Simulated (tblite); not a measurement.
C₃H₈P₂.
Structure used (GFN2-xTB), in Å, numbered top down from 1:
```xyz
13
C3H8P2 angstrom
C     -2.2120    0.2462    0.6197
P     -1.3144    0.7034   -0.7027
C     -0.0211   -0.6544   -0.7302
C      1.0491   -0.4666    0.3386
P      2.0769    1.0731    0.1653
H     -3.0559    0.8421    0.9232
H     -2.0102   -0.6317    1.2125
H     -0.5252   -1.6153   -0.5886
H      0.4422   -0.6623   -1.7214
H      0.5959   -0.4344    1.3347
H      1.7428   -1.3153    0.3273
H      2.2351    0.9725   -1.2178
H      0.9923    1.9432    0.0218
```

Method: GFN2-xTB as coded in tblite; computed harmonic values from a numerical Hessian at the method's own geometry, unscaled. Errors from tens to a few hundred cm⁻¹ against measured bands are possible. Modes of hydrogen on phosphorus can be 10 to 20 % off. One conformer, not necessarily the lowest.

Harmonic wavenumbers (cm⁻¹): 50.3, 84.9, 168.9, 214.1, 325.6, 344.1, 584.5, 638.5, 677.1, 715.0, 764.9, 792.4, 854.7, 898.6, 946.6, 1039.4, 1090.8, 1107.4, 1137.3, 1142.7, 1256.8, 1270.6, 1397.1, 1440.5, 1451.8, 2234.8, 2309.8, 2917.9, 2930.4, 2944.1, 2952.2, 3065.5, 3113.9.

A = 6035, B = 1579, C = 1505 MHz; mass 106.010 u (most abundant isotopes); point group C1, symmetry number 1.

Task: What is the zero-point energy?

Result: Half the sum of the wavenumbers: 21432 cm⁻¹ = 256.38 kJ/mol.

Task: Give the ideal-gas entropy at 350 K and 1 bar in the rigid-rotor, harmonic-oscillator model (classical rotation).

Result: Translation 170.35, rotation 117.09, vibration 90.78: S = 378.2 J/(mol K).

Task: And Cp and H(350 K) − H(0)?

Result: Cp = 129.57 J/(mol K), of which vibrations give 96.31 (their classical limit is 33 R = 274.4); H(350 K) − H(0) = 28.19 kJ/mol without the zero-point energy, 16.55 from vibrations.

Task: Blend soft modes into free rotors: weight 1/[1 + (100 cm⁻¹/ν̃)⁴] for the oscillator and the rest for a rotor with moment μB/(μ + B), μ = h/(8π²ν), B = 10⁻⁴⁴ kg m². What vibrational entropy results?

Result: 82.56 J/(mol K) in place of 90.78, which changes −T·S at 350 K by +2.88 kJ/mol.

Task: What must be added to the electronic energy to get the Gibbs energy at 350 K and 1 bar?

Result: ZPE + [H(350 K) − H(0)] − T·S = 256.38 + 28.19 − 132.38 = 152.19 kJ/mol.

Task: How do the functions run with temperature in this model?

Result: 
```
 T (K)  S (J/(mol K))  Cp (J/(mol K))  H − H(0) (kJ/mol)  G − H(0) (kJ/mol)  ln q(vib)
    50          231.9            47.8               1.97              -9.63       0.37
   100          269.3            61.3               4.70             -22.22       1.17
298.15          358.7           114.6              21.85             -85.08       4.39
373.15          386.7           135.9              31.26            -113.04       5.61
   500          430.9           166.2              50.51            -164.94       7.68
   750          506.8           207.7              97.66            -282.45      11.67
  1000          570.5           234.8             153.20            -417.33      15.42
```

q(vib) and H(0) count from the zero-point level.

Task: Which modes carry the vibrational entropy at 350 K?

Result: 50.3 cm⁻¹: 21.43; 84.9 cm⁻¹: 17.11; 168.9 cm⁻¹: 11.51; 214.1 cm⁻¹: 9.64; 325.6 cm⁻¹: 6.48; 344.1 cm⁻¹: 6.09 J/(mol K); the other 27 give 18.51 together.

Hindered rotation and anharmonicity are outside this model. Other conformers, if any are populated, would add a mixing term that is left out. The structure is chiral; the term R ln 2 for an equal mix with its mirror image is left out.
